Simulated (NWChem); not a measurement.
Everything below was run with NWChem. System: C3H7, charge 0, spin multiplicity 2, at a geometry optimised with UB3LYP/def2-SVP. The structure started from a generated list of species. Its SCF solution wasn't tested for a lower state. Level: G0W0@UPBE0/def2-TZVP, RI basis def2-tzvp-rifit.

Job file:

```
start mol
memory heap 200 mb stack 700 mb global 1700 mb
geometry units angstroms nocenter noautoz
  C     -0.087337    -0.176307    -1.300663
  C      0.197533     0.494604     0.000000
  C     -0.087337    -0.176307     1.300663
  H     -0.046202     0.525982    -2.148446
  H     -1.082273    -0.658542    -1.303266
  H      0.642318    -0.986127    -1.523094
  H      0.835157     1.385439     0.000000
  H     -0.046202     0.525982     2.148446
  H      0.642318    -0.986127     1.523094
  H     -1.082273    -0.658542     1.303266
  symmetry group Cs
end
basis spherical
  * library def2-tzvp
end
basis "ri basis" bse spherical
  * library def2-tzvp-rifit
end
dft
  xc pbe0
  odft
  mult 2
  iterations 100
  direct
  tolerances tight
end
task dft energy
gw
  states alpha occ 4 vir 2
  states beta occ 4 vir 2
end
task dft gw
```

NWChem printed:

```
             Northwest Computational Chemistry Package (NWChem) 7.3.0
             --------------------------------------------------------

                                NWChem Input Module
                                -------------------

 Scaling coordinates for geometry "geometry" by  1.889725989
 (inverse scale =  0.529177249)

 Turning off AUTOSYM since
 SYMMETRY directive was detected!

                             Geometry "geometry" -> ""
                             -------------------------

 Output coordinates in angstroms (scale by  1.889725989 to convert to a.u.)

  No.       Tag          Charge          X              Y              Z
 ---- ---------------- ---------- -------------- -------------- --------------
    1 C                    6.0000    -0.08733700    -0.17630700    -1.30066300
    2 C                    6.0000     0.19753300     0.49460400     0.00000000
    3 C                    6.0000    -0.08733700    -0.17630700     1.30066300
    4 H                    1.0000    -0.04620200     0.52598200    -2.14844600
    5 H                    1.0000    -1.08227300    -0.65854200    -1.30326600
    6 H                    1.0000     0.64231800    -0.98612700    -1.52309400
    7 H                    1.0000     0.83515700     1.38543900     0.00000000
    8 H                    1.0000    -0.04620200     0.52598200     2.14844600
    9 H                    1.0000     0.64231800    -0.98612700     1.52309400
   10 H                    1.0000    -1.08227300    -0.65854200     1.30326600

 Effective nuclear repulsion energy (a.u.)      75.0760977859

            Nuclear Dipole moment (a.u.)
            ----------------------------
        X                 Y               Z
 ---------------- ---------------- ----------------
    -0.0000056692     0.0000094486     0.0000000000

      Symmetry information
      --------------------

 Group name             Cs
 Group number              2
 Group order               2
 No. of unique centers     6

      Symmetry unique atoms

     1    2    4    5    6    7


 Summary of "ao basis" -> "" (spherical)
 ------------------------------------------------------------------------------
       Tag                 Description            Shells   Functions and Types
 ---------------- ------------------------------  ------  ---------------------
 *                         def2-tzvp                  on all atoms

 new library libraries.bse/

 Summary of "ri basis" -> "" (spherical)
 ------------------------------------------------------------------------------
       Tag                 Description            Shells   Functions and Types
 ---------------- ------------------------------  ------  ---------------------
 *                      def2-tzvp-rifit               on all atoms

                                 NWChem DFT Module
                                 -----------------

 Summary of "ao basis" -> "ao basis" (spherical)
 ------------------------------------------------------------------------------
       Tag                 Description            Shells   Functions and Types
 ---------------- ------------------------------  ------  ---------------------
 C                         def2-tzvp                11       31   5s3p2d1f
 H                         def2-tzvp                 4        6   3s1p

 Summary of "ao basis" -> "ao basis" (spherical)
 ------------------------------------------------------------------------------
       Tag                 Description            Shells   Functions and Types
[...]
    beta     62     61     63     65     64     66     67     68     69     70
 overlap   0.958  0.999  0.999  0.937  0.999  0.988  1.000  0.999  0.998  0.996

   alpha     71     72     73     74     75     76     77     78     79     80
    beta     71     72     73     74     75     76     77     78     79     80
 overlap   0.999  0.995  0.996  0.996  0.992  0.999  0.992  0.998  0.995  1.000

   alpha     81     82     83     84     85     86     87     88     89     90
    beta     81     82     83     84     85     86     87     88     89     90
 overlap   0.999  0.998  0.999  0.999  0.998  0.996  0.999  0.997  1.000  0.999

   alpha     91     92     93     94     95     96     97     98     99    100
    beta     91     92     93     94     95     96     97     98     99    100
 overlap   0.991  0.987  0.998  0.983  0.998  0.991  0.981  0.969  0.965  0.968

   alpha    101    102    103    104    105    106    107    108    109    110
    beta    101    102    103    104    105    106    107    108    109    110
 overlap   0.975  0.998  0.973  0.996  0.987  0.997  0.963  0.950  0.999  0.981

   alpha    111    112    113    114    115    116    117    118    119    120
    beta    111    112    113    114    115    116    117    118    119    120
 overlap   0.999  0.994  0.995  0.998  0.952  0.952  0.998  0.999  0.996  0.994

   alpha    121    122    123    124    125    126    127    128    129    130
    beta    121    122    123    124    125    126    127    128    129    130
 overlap   0.996  0.998  0.997  0.944  1.000  0.944  0.998  1.000  1.000  0.999

   alpha    131    132    133    134    135
    beta    131    132    133    134    135
 overlap   0.998  1.000  0.999  1.000  0.999

     --------------------------
     Expectation value of S2:
     --------------------------
      <S2> =      0.7553 (Exact =     0.7500)

 center of mass
 --------------
 x =   0.00597262 y =   0.03710030 z =   0.00000000

 moments of inertia (a.u.)
 ------------------
         239.247604385746         -10.057160433413           0.000000000000
         -10.057160433413         223.389567457780           0.000000000000
           0.000000000000           0.000000000000          48.359560605874

     Multipole analysis of the density
     ---------------------------------

     L   x y z        total         alpha         beta         nuclear
     -   - - -        -----         -----         ----         -------
     0   0 0 0     -0.000000    -13.000000    -12.000000     25.000000

     1   1 0 0      0.046505     -0.100610      0.147120     -0.000006
     1   0 1 0     -0.073964     -0.381001      0.307028      0.000009
     1   0 0 1     -0.000000     -0.000000      0.000000      0.000000

     2   2 0 0    -15.809699    -16.444796    -14.346160     14.981257
     2   1 1 0      0.455990     -3.097783     -3.724297      7.278071
     2   1 0 1     -0.000000     -0.000000      0.000000      0.000000
     2   0 2 0    -15.689444    -21.952028    -19.184149     25.446733
     2   0 1 1      0.000000      0.000000      0.000000      0.000000
     2   0 0 2    -15.387891    -75.857776    -73.691311    134.161196

 Task  times  cpu:       20.5s     wall:       20.5s

                                NWChem Input Module
                                -------------------

                                 NWChem GW Module
                                 ----------------

                             ***********************
                             ***        GW       ***
                             ***********************

 Summary of "ri basis" -> "ri basis" (spherical)
 ------------------------------------------------------------------------------
       Tag                 Description            Shells   Functions and Types
 ---------------- ------------------------------  ------  ---------------------
 C                      def2-tzvp-rifit             22       76   8s6p4d3f1g
 H                      def2-tzvp-rifit              7       15   4s2p1d

                 Memory Information
                 ------------------
          Available GA per process is          1699.7 MBs
          Available stack per process is        700.0 MBs
          Available heap per process is           0.0 MBs

          Peak memory in Initialization
              Peak GA per process is                 11.1 MBs
              Peak stack per process is               0.2 MBs
              Peak heap per process is               11.2 MBs
              Memory not in MA per process            0.0 MBs

          Peak memory in AFF Calculation
              Peak GA per process is                 89.1 MBs
              Peak stack per process is              71.5 MBs
              Peak heap per process is                0.0 MBs
              Memory not in MA per process           71.5 MBs

          Computing 2-center integrals
          Computing Inverse Cholesky factor
          Computing 3-center integrals
          Computing V_xc ...

          Computing Sigma_x
          Computing RPA polarizability
          Solving quasiparticle equations

                  Alpha Orbitals
          State     Energy (eV)     Error (eV)
          -----------------------------------
@GW        10        -13.383           0.002
@GW        11        -12.469           0.002
@GW        12        -12.333           0.002
@GW        13         -7.503           0.005
@GW        14          3.137           0.003
@GW        15          4.056           0.004

                   Beta Orbitals
          State     Energy (eV)     Error (eV)
          -----------------------------------
@GW         9        -13.804           0.002
@GW        10        -13.167           0.002
@GW        11        -12.333           0.002
@GW        12        -12.175           0.002
@GW        13          1.123           0.004
@GW        14          3.192           0.003

   Applying  -2.1021 eV scissor-shift to rest of particle states

   Applying   1.7183 eV scissor-shift to rest of hole states

   Applying  -2.6017 eV scissor-shift to rest of particle states

   Applying   1.9071 eV scissor-shift to rest of hole states

     GW Timing Statistics
   ------------------------
   Init.   :          0.1s
     ERIs  :          1.3s
     Distr.:          0.0s
     Vxc   :          2.0s
   Sigma_x :          0.0s
   RPA     :          6.4s
   Wmn     :          0.1s
   Sigma_c :          0.1s
   GW total:         10.0s

 Task  times  cpu:       10.0s     wall:       10.0s

 Total times  cpu:       30.5s     wall:       30.5s
```
